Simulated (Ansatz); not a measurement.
The input, for Ansatz 0.2.0:

```yaml
crystal:
  periodic: [false, false, false]
  atoms:
    - {symbol: Mg, position_ang: [0.000000, 0.000000, -0.776052]}
    - {symbol: Mg, position_ang: [0.000000, 0.000000, 4.631510]}
    - {symbol: H, position_ang: [0.000000, 0.000000, -3.855457]}
basis:
  gaussian: {orbitals: cc-pVDZ}
magnetization: {spin_polarized: true, initial_magnetization: 1}
correlation: {method: ccsd_t, electrons: outside_noble_gas}
```

```sh
$ ansatz run in.yaml --threads 1 --pin off --events-out ev --progress --plain --max-ram 2393MiB
```

Log:

```
370 factors; integrals over basis functions are off by at most 6.7e-4 eV
mean field evaluation 1: about -10875.8634 eV, gradient 4.3e0 eV
mean field evaluation 2: about -10875.8726 eV, gradient 4.2e0 eV
mean field evaluation 4: about -10876.6878 eV, gradient 1.8e0 eV
mean field evaluation 8: about -10876.8396 eV, gradient 1.7e-1 eV
mean field evaluation 16: about -10876.4523 eV, gradient 2.7e0 eV
mean field evaluation 32: about -10876.8133 eV, gradient 3.0e-1 eV
mean field evaluation 64: about -10876.8134 eV, gradient 3.2e-1 eV
mean field evaluation 96: about -10874.2338 eV, gradient 4.4e-2 eV
mean field evaluation 128: about -10873.6225 eV, gradient 2.4e0 eV
mean field evaluation 160: about -10875.0415 eV, gradient 1.4e-2 eV
mean field evaluation 192: about -10871.3281 eV, gradient 4.0e0 eV
mean field evaluation 224: about -10873.7005 eV, gradient 6.9e-2 eV
mean field evaluation 256: about -10872.4651 eV, gradient 5.1e-1 eV
mean field -10876.84134533 eV, -399.7165468531 hartree, gradient 9.7e-6 eV, S^2 0.874070; 12 other end points of the search recorded, 0 dependent functions left out
determinant -10876.84134533 eV, -399.7165468531 hartree, with singles and doubles -10878.64109963 eV, -399.7826866037 hartree
determinant -10875.04153509 eV, -399.6504050467 hartree, with singles and doubles -10876.03477059 eV, -399.6869057780 hartree
determinant -10875.03199802 eV, -399.6500545659 hartree, with singles and doubles -10876.01471956 eV, -399.6861689163 hartree
determinant -10874.23403491 eV, -399.6207299623 hartree, with singles and doubles -10876.63465881 eV, -399.7089512635 hartree
determinant -10873.75433483 eV, -399.6031013096 hartree, with singles and doubles -10875.72871906 eV, -399.6756585918 hartree
determinant -10873.70153500 eV, -399.6011609515 hartree, with singles and doubles -10875.92224469 eV, -399.6827705276 hartree
determinant -10873.49808855 eV, -399.5936844325 hartree, with singles and doubles -10875.72802734 eV, -399.6756331715 hartree
10 core orbitals not correlated: weight in the atoms' cores, before any rotation towards them, 1.000 or more for the frozen orbitals, at most 0.000 for the correlated occupied ones
reference -10876.84134533 eV, -399.7165468531 hartree; 3, 2 occupied and 28, 29 virtual orbitals, 370 factors
second order -1.11537294 eV of doubles, -0.00000000 eV of singles
cycle   1  -1.80038067 eV  change   -6.3e-4 eV  update   2.5e-3
cycle   2  -1.80127976 eV  change   -9.0e-4 eV  update   2.2e-3
cycle   3  -1.80353539 eV  change   -2.3e-3 eV  update   1.8e-3
cycle   4  -1.80425829 eV  change   -7.2e-4 eV  update   8.1e-4
cycle   5  -1.80443333 eV  change   -1.8e-4 eV  update   3.2e-4
cycle   6  -1.80450131 eV  change   -6.8e-5 eV  update   1.7e-4
cycle   7  -1.80441872 eV  change    8.3e-5 eV  update   6.8e-5
cycle   8  -1.80434160 eV  change    7.7e-5 eV  update   3.3e-5
cycle   9  -1.80431468 eV  change    2.7e-5 eV  update   1.1e-5
cycle  10  -1.80431318 eV  change    1.5e-6 eV  update   4.6e-6
perturbative correction -0.00582857 eV, -0.0002141961 hartree
Total energy: -10878.65148709 eV, -399.7830683356 hartree
```

The determinant's ⟨S²⟩ is 0.87 against 0.75 for a pure state. The T1 diagnostic is 0.046.

For the same geometry and basis full CI lies 3.1 meV lower.

Ran on 1 thread of Arm Neoverse V1, shared host: 2.8 s wall, 0.06 GiB peak host memory.
